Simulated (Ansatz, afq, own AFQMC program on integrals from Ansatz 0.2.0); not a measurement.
CHB, triplet: AFQMC among the cluster methods

```xyz
3

B     0.0000    0.0000    0.6744
C     0.0000    0.0000   -2.5276
H     0.0000    0.0000    1.8531
```

Connectivity, by distances: BH ··· C.

Basis 6-31G. Noble-gas cores (and the filled d shells of Ga–Kr and In–Xe) are frozen. Ansatz 0.2.0 and our own AFQMC program on the same integrals; the CISD trial comes from CCSD amplitudes, and released means the phaseless constraint is let go. Uncertainties: one standard error, sampling alone.

Determinant: UHF, the one that the program's search chose, which needn't be the lowest solution. The geometry is a point of a scan.

Full CI on the same integrals is exact in this basis and with this determinant's frozen core.

Cautions: lower spins were not checked; strong correlation (T1 0.106, weight of the determinant 0.74, largest double 0.14); unrestricted determinant spin contaminated (⟨S²⟩ 2.43 against 2.00); the released energies are still falling, so no released level is given (meV from the phaseless value at times in 1/Eh: 0 ± 3 at 0.24, -6.5 ± 2.2 at 0.51, -8 ± 5 at 0.99, -14.2 ± 2.2 at 1.62, -26 ± 11 at 2.40).

The T1 diagnostic is 0.1060 and the weight of the determinant in the CISD state is 0.740. The ⟨S²⟩ of the determinant is 2.428 and the size of the correlated space is 8 electrons in 18 orbitals.

Reference: full CI, correlation energy -2.570 eV. The cautions show a poor starting determinant, so the rows tell how each method copes with it here, and full CI is the sure value.

| level | E − E(reference) (kJ/mol) | share of correlation (%) |
| --- | --- | --- |
| HF | 248.0 | 0.00 |
| MP2 | 106.2 | 57.19 |
| CCSD | 5.4 | 97.81 |
| CCSD(T) | 2.1 | 99.14 |
| CCSDT | 0.3 | 99.86 |
| CCSDT(Q) | 0.2 | 99.93 |
| CCSDTQ | 0.0 | 100.00 |
| ph-AFQMC/HF | 7.8 ± 2.0 | 96.85 |
| ph-AFQMC/CISD | 2.3 ± 0.2 | 99.09 |

CCSDT and higher add their correlation energy to the determinant of the CCSD(T) run, since their own runs factorise the integrals more tightly (a shift of under 2 meV).
